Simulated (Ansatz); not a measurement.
**Rutile SnO2**

Level of theory: LDA+SOC in Ansatz (PAW).

Settings: plane-wave cutoff 520 eV, 8×8×10 k mesh (along the axes of the cell as run), Fermi–Dirac smearing 0.01 eV, PAW data made under PBE.

Cell (measured lattice):

```yaml
crystal:
  lattice:
    - [4.73735, 0.00000, 0.00000]
    - [0.00000, 4.73735, 0.00000]
    - [0.00000, 0.00000, 3.18640]
  atoms:
    - { symbol: Sn, position: [0.00000, 0.00000, 0.00000] }
    - { symbol: Sn, position: [0.50000, 0.50000, 0.50000] }
    - { symbol: O, position: [0.30577, 0.30577, 0.00000] }
    - { symbol: O, position: [0.80577, 0.19423, 0.50000] }
    - { symbol: O, position: [0.19423, 0.80577, 0.50000] }
    - { symbol: O, position: [0.69423, 0.69423, 0.00000] }
```

| Quantity | Value |
|---|---|
| band gap | 1.12 eV (direct) |

Measured, for comparison: band gap 3.81 eV (zero-point renormalisation of 215 meV (computed, non-adiabatic AHC, without the lattice-expansion part) added back here to the 1.8 K gap of; inputs from Miglio et al. (2020), arXiv:2011.12765). Computed (rounded) less measured: band gap -2.69 eV.

Note: cell and atoms aren't relaxed at this level (largest force component 0.04 eV/Å, pressure -1.0 GPa).

Ansatz is a program for electronic structure.
